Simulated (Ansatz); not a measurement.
Geometry optimisation, Ansatz, RKS PBE0-D4/cc-pVDZ.

Input file:

```yaml
crystal:
  periodic: [false, false, false]
  atoms:
    - { symbol: Al, position_ang: [0.122461, 0.0, 0.254556] }
    - { symbol: H, position_ang: [0.463175, 0.0, 1.764831] }
    - { symbol: Cl, position_ang: [2.267322, 0.0, -0.138644] }
    - { symbol: Cl, position_ang: [-1.486158, 0.0, -1.091543] }
basis:
  gaussian: { orbitals: cc-pVDZ }
hamiltonian:
  xc: pbe0
  dispersion: d4
relax:
  f_tol: 0.03
  max_steps: 50
```

Command:

```bash
$ ansatz run input.yaml --threads 1 --pin off --max-ram 2048MiB --backend cpu --events-out ev --progress --plain --runs-dir out
```

**Question.** Where does it end, and by what steps?

**Answer.** The run converged. After 4 steps the energy has fallen by 0.545 eV; H2 moved furthest, 0.40 Å.

| step | energy less start (eV) | largest force component (eV/Å) | accepted |
| --- | --- | --- | --- |
| 0 | 0.0000 | 1.611 | yes |
| 1 | -0.3790 | 1.000 | yes |
| 2 | -0.5206 | 0.993 | yes |
| 3 | -0.5412 | 0.255 | yes |
| 4 | -0.5453 | 0.023 | yes |

```xyz
4
Properties=species:S:1:pos:R:3
Al 0.319 0.000 0.349
H 0.090 0.000 1.903
Cl 2.269 0.000 -0.465
Cl -1.312 0.000 -0.997
```

Whether the end is a true minimum wasn't checked by a vibrational analysis.

Run time: 11 s on 1 thread of AMD EPYC 7R43 64-Core Processor (Zen 3), with other jobs on the host, peak memory 0.13 GiB.
